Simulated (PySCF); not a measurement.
**F: ionisation energy**

F [He] 2s2 2p5 (2P) → F⁺ [He] 2s2 2p4 (3P), as a difference of total energies. Calculation: PySCF 2.14, in def2-SVP; no relativity, point nucleus. Correlated levels: valence: 1s2 frozen. The calculations carry no spin-orbit coupling.

```csv
method,ionisation energy (eV)
UHF,15.772
B3LYP,17.554
r2SCAN,17.455
MP2 (valence),16.959
SCS-MP2 (valence),16.914
CCSD (valence),16.879
CCSD(T) (valence),16.881
```

How much does correlation contribute at CCSD(T) (valence)?

16.881 − (15.772) = 1.109 eV, measured against UHF.

Errors of the correlated levels include the incompleteness of this basis and the frozen core.

For comparison: 17.427 eV (measured; NIST levels, between the centres of gravity of the two terms).
